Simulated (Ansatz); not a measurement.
Worked example: correlation energy of SiH$_{3}$, doublet

Geometry: a point of a stretch scan, not a stationary point.

```yaml
atoms:
  - { symbol: Si, position_ang: [0.0387, 0.0683, -0.0687] }
  - { symbol: H, position_ang: [1.4540, 0.0829, 0.3842] }
  - { symbol: H, position_ang: [-0.6824, 1.2884, 0.3781] }
  - { symbol: H, position_ang: [-1.8507, -3.2742, 1.1522] }
```

Basis cc-pVDZ; Ansatz 0.2.0. Correlated methods freeze the noble-gas cores, which leaves 7 electrons in 28 orbitals. R marks a restricted (for open shells ROHF) determinant.

Full CI is exact within this basis and frozen core; it isn't the basis-set limit.

Runs differ by some tens of microhartree through their thresholds and, for an open shell, their frozen cores, so steps under 0.03 kcal/mol mean nothing.

```json
{"level": "RHF", "total energy (hartree)": "-290.508589"}
{"level": "RMP2", "total energy (hartree)": "-290.596277"}
{"level": "RCCSD", "total energy (hartree)": "-290.624899"}
{"level": "RCCSD(T)", "total energy (hartree)": "-290.627160"}
{"level": "RCCSDT", "total energy (hartree)": "-290.627800"}
{"level": "RCCSDT(Q)", "total energy (hartree)": "-290.627895"}
{"level": "RCCSDTQ", "total energy (hartree)": "-290.627920"}
{"level": "full CI", "total energy (hartree)": "-290.627921"}
```

Question: What is the correlation energy at full CI, and what share of it do RMP2 and RCCSD recover?

Answer: E(corr) = -290.627921 − (-290.508589) = -0.119332 hartree = -3.247 eV. RMP2: -0.087688 / -0.119332 = 73.48 %. RCCSD: -0.116310 / -0.119332 = 97.47 %.

Question: By how many kcal/mol does RCCSD(T) miss full CI (1 hartree = 627.509 kcal/mol), and which steps make up the rest?

Answer: -290.627160 − (-290.627921) = 0.000761 hartree = 0.48 kcal/mol. Steps: RCCSDT − RCCSD(T) = -0.40, RCCSDT(Q) − RCCSDT = -0.06, RCCSDTQ − RCCSDT(Q) = -0.02, full CI − RCCSDTQ = 0.00 kcal/mol. That is within 1 kcal/mol of the reference in this basis, which itself misses far more of the correlation at the basis-set limit.
